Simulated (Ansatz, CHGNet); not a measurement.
# hcp Zn, elastic constant C33

Reference value: 68.5 GPa (measured, 0 K, extrapolated to 0 K; zero-point effects included; as tabulated in Galib et al. (2023), arXiv:2209.08184).

Task: Put these levels in order of the elastic constant C33 that they give for hcp Zn, smallest first: CHGNet 0.3.0, PBE (Ansatz, a first-principles code), PBEsol (Ansatz), r²SCAN (Ansatz).

Result: PBE (65.4 GPa), r²SCAN (71.7 GPa), PBEsol (82.8 GPa), CHGNet 0.3.0 (95.5 GPa)

Unless a cell is named, each level is at its own relaxed cell (CHGNet 0.3.0 15.36, PBE 15.24, PBEsol 14.22, r²SCAN 14.47 Å³/atom).

Differences against the reference: CHGNet 0.3.0 +39 %, PBE -4.5 %, PBEsol +21 %, r²SCAN +4.7 %.

The measured value isn't corrected to a static lattice, so vibrations enter the comparison.  Each level is taken at its own relaxed cell. Cutoffs differ between the levels. Ansatz's density-functional and Hartree–Fock values are scalar-relativistic unless marked +SOC, with PAW data made under PBE.

Machine-learned potentials (CHGNet 0.3.0) are trained on DFT data: a solid inside that data is no test of them.

Differences are worked out from the printed values.
